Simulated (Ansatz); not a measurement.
# C₃H₄, SMILES C#CC: the interaction energy of a dimer with the counterpoise correction

Computed with Ansatz 0.2.0 through its Python package.

Run as a notebook:

```python
import ansatz as az
```

```python
BASIS_SET = "def2-SVPD"
METHOD = "mp2"
```

```python
FIRST = [
    ("C", (-1.332, -0.6984, -0.7762)),
    ("C", (-0.4254, -0.1946, -0.2329)),
    ("C", (0.714, 0.3726, 0.4318)),
    ("H", (-2.1573, -1.0527, -1.2852)),
    ("H", (1.2566, 1.0917, -0.212)),
    ("H", (0.4537, 0.8936, 1.3687)),
    ("H", (1.4907, -0.4125, 0.7056)),
]
SECOND = [
    ("C", (-0.9028, 3.1187, -1.711)),
    ("C", (-1.5792, 2.4438, -2.3877)),
    ("C", (-2.4551, 1.6407, -3.1936)),
    ("H", (-0.235, 3.7004, -1.1806)),
    ("H", (-2.4138, 1.9242, -4.2632)),
    ("H", (-2.2377, 0.5613, -3.1257)),
    ("H", (-3.548, 1.7674, -2.9036)),
]
```

```python
def energy(atoms, ghosts=()):
    molecule = az.Crystal.molecule()
    for symbol, xyz in atoms:
        molecule = molecule.atom(symbol, xyz)
    calc = (
        molecule.calculation()
        .basis(gaussian=BASIS_SET)
        .correlation(METHOD, electrons="all")
    )
    deck = calc.input()
    if ghosts:
        deck = deck.set(az.key.basis.gaussian.ghost_atoms, [{"symbol": s, "position_ang": list(xyz)} for s, xyz in ghosts])
    return az.Session.from_dict(deck).plan().execute().report["free_energy_ev"]
```

```python
# ghost atoms carry the functions of the partner
both = energy(FIRST + SECOND)
alone = energy(FIRST) + energy(SECOND)
ghosted = energy(FIRST, SECOND) + energy(SECOND, FIRST)
print(f"dimer {both:.6f} eV")
print(f"interaction, uncorrected   {96.485332 * (both - alone):8.3f} kJ/mol")
print(f"interaction, counterpoise  {96.485332 * (both - ghosted):8.3f} kJ/mol")
print(f"basis-set superposition    {96.485332 * (alone - ghosted):8.3f} kJ/mol")
```

    dimer -6324.005676 eV
    interaction, uncorrected    -11.567 kJ/mol
    interaction, counterpoise    -1.814 kJ/mol
    basis-set superposition       9.754 kJ/mol

Uncorrected it is -11.567 kJ/mol, with the counterpoise correction -1.814 kJ/mol; the difference, 9.75 kJ/mol, is the superposition error.

Reading the output:
- The settings weren't tested for convergence.
- The dimer is a generated trial pose of unrelaxed monomers, not a minimum, so the figure is no binding energy, and the basis set is small.
- Wall time of the script: 21 s on 1 thread of Arm Neoverse V1, on a shared host, peak memory 0.52 GiB.

(Lines on the test bed's own set-up are left out of the output.)
